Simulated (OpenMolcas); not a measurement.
# B97-2/def2-TZVP run of H3NO (hydroxylamine)

What is the vertical electron affinity of H3NO (hydroxylamine) at B97-2/def2-TZVP? 

The calculation is run with OpenMolcas 26.06.

### 1 The molecule

H3NO: 5 atoms, total charge 0, spin state singlet. As SMILES, `NO`. The shape is that of a PBE0-D4/def2-TZVP optimisation. This is one conformer, not always the lowest.

Bond lengths: N1–O2 1.422 Å, N1–H3 1.016 Å, N1–H4 1.016 Å, O2–H5 0.960 Å. Angles: N1–O2–H5 102.8°, O2–N1–H3 104.5°, O2–N1–H4 104.5°, H3–N1–H4 106.0°.

### 2 Energy and forces at B97-2/def2-TZVP

mol.xyz

```xyz
5

N     -0.165120    -0.361290    -0.321170
O      0.364460     0.666040     0.508060
H     -0.162690    -1.190020     0.266770
H     -1.141650    -0.109840    -0.446210
H      1.105010     0.995100    -0.007440
```

job.input

```
* H3NO Kohn-Sham DFT

&GATEWAY
 BASLIB
 $CurrDir
 COORD
 mol.xyz
 BASIS
 def2-TZVP
 GROUP
 NoSym

&SEWARD
 GRIDINPUT
 Grid=Fine
 End of Grid

&SCF
 KSDFT
 HYB_GGA_XC_B97_2
 PRORBITALS
 1 1

&ALASKA
```

The basis set def2-TZVP is read from a file made from the Basis Set Exchange's data (not shown).

Run with:

```sh
$ export MOLCAS_MEM=1860
$ pymolcas job.input > job.log
```

The program printed:

```text
--- Start Module: gateway ---
[...]
--- Stop Module: gateway /rc=_RC_ALL_IS_WELL_ ---
[...]
      Basis functions           80
[...]
--- Start Module: scf ---
[...]
       Convergence after  11 Iterations
[...]
::    Total KS-DFT energy                            -131.7282577128
[...]
      Total spin, S                                     0.0000000000
[...]
      Total electronic charge=   18.000000
      Total            charge=   -0.000000
[...]
      Dipole Moment (debye):
      Origin of the operator (angstrom)=    0.1004    0.1601    0.1042
                   X= -2.7090E-01               Y= -4.2223E-01               Z= -2.6316E-01           Total=  5.6650E-01
      Quadrupole Moment (debye*angstrom):
[...]
--- Stop Module: scf /rc=_RC_ALL_IS_WELL_ ---
[...]
--- Start Module: alaska ---
[...]
 *              Molecular gradients               *
 **************************************************
  Irreducible representation: a
 ------------------------------------------------------------------------------------------
                              X                       Y                       Z
 ------------------------------------------------------------------------------------------
  N1                1.85897090787090E-03    2.26086755042676E-03    8.47240399235005E-04
  O2               -2.23932196504417E-03   -2.04830603977602E-03   -2.99689995193475E-05
  H3                2.68745654188177E-04   -1.52069701419766E-03    8.43954590293627E-04
  H4               -1.60168142451322E-03    5.23061656469981E-04   -5.17523424404587E-04
  H5                1.71328682750138E-03    7.85073847084261E-04   -1.14370256560048E-03
 ------------------------------------------------------------------------------------------
--- Stop Module: alaska /rc=_RC_ALL_IS_WELL_ ---
[...]
```

Wall time 9 s (1 thread of Arm Neoverse V1, shared host); peak memory 0.45 GiB.

### 3 The doublet anion, same level

mol.xyz is that of step 2.

job.input

```
>>> EXPORT MOLCAS_PRINT=2

&GATEWAY
  BasLib
  $CurrDir
  Coord
  mol.xyz
  Basis
  def2-TZVP
  Group
  NoSym

&SEWARD
  GridInput
  Grid=Fine
  End of Grid

&SCF
  UHF
  Charge
  -1
  Spin
  2
  KSDFT
  HYB_GGA_XC_B97_2
  PrOrbitals
  1 1

&ALASKA
```

The basis set def2-TZVP is read from a file made from the Basis Set Exchange's data (not shown).

Run with:

```sh
$ export MOLCAS_MEM=1860
$ pymolcas job.input > job.log
```

The program printed:

```text
--- Start Module: gateway ---
[...]
--- Stop Module: gateway /rc=_RC_ALL_IS_WELL_ ---
[...]
      Basis functions           80
[...]
--- Start Module: scf ---
[...]
       Convergence after  19 Iterations
[...]
::    Total KS-DFT energy                            -131.6151938918
[...]
      Total spin, S                                     0.5002602102
[...]
      Total electronic charge=   19.000000
      Total            charge=   -1.000000
[...]
      Dipole Moment (debye):
      Origin of the operator (angstrom)=    0.1004    0.1601    0.1042
                   X=  1.5150E+00               Y=  1.6588E+00               Z=  4.3030E-01           Total=  2.2873E+00
      Center of Charge (angstrom)
[...]
--- Stop Module: scf /rc=_RC_ALL_IS_WELL_ ---
[...]
--- Start Module: alaska ---
[...]
 *              Molecular gradients               *
 **************************************************
  Irreducible representation: a
 ------------------------------------------------------------------------------------------
                              X                       Y                       Z
 ------------------------------------------------------------------------------------------
  N1               -1.68369176654943E-02   -5.35148843744615E-04    2.22780552823787E-02
  O2                6.06043624501262E-03   -7.60301626406168E-03   -1.97522596695778E-02
  H3                2.39827793878199E-03    1.24578315609183E-02   -1.09509530949778E-02
  H4                1.64623404996416E-02   -3.06916575143618E-03   -7.24077730970718E-04
  H5               -8.08413701793542E-03   -1.25050070170096E-03    9.14923521314281E-03
 ------------------------------------------------------------------------------------------
--- Stop Module: alaska /rc=_RC_ALL_IS_WELL_ ---
[...]
```

Wall time 15 s (1 thread of Arm Neoverse V1, shared host); peak memory 0.45 GiB.

### 4 Results

At B97-2/def2-TZVP:

| quantity | value |
| --- | --- |
| singlet H3NO: total energy | -131.72826 Eh |
| singlet H3NO: dipole moment | 0.57 D |
| singlet H3NO: HOMO energy | -7.17 eV |
| singlet H3NO: LUMO energy | 1.24 eV |
| singlet H3NO: HOMO–LUMO gap | 8.41 eV |
| singlet H3NO: largest force on an atom | 0.157 eV/Å |
| doublet anion: total energy | -131.61519 Eh |
| doublet anion: HOMO energy (highest over α and β) | 4.73 eV |
| doublet anion: LUMO energy (lowest over α and β) | 6.07 eV |
| doublet anion: ⟨S²⟩ | 0.751 |
| doublet anion: largest force on an atom | 1.436 eV/Å |
| vertical electron affinity (to the doublet anion) | -3.077 eV |

What this shows: The anion lies 3.08 eV (71 kcal/mol) above the neutral: the electron isn't bound at this level, and such a value depends on the basis. Without diffuse functions anions come out too high. Mulliken charges (doublet anion) run from -0.43 on H3 to +0.30 on N1; they depend strongly on the basis. The HOMO (doublet anion) lies at positive energy, 4.73 eV; only total energies tell whether the electron is bound.
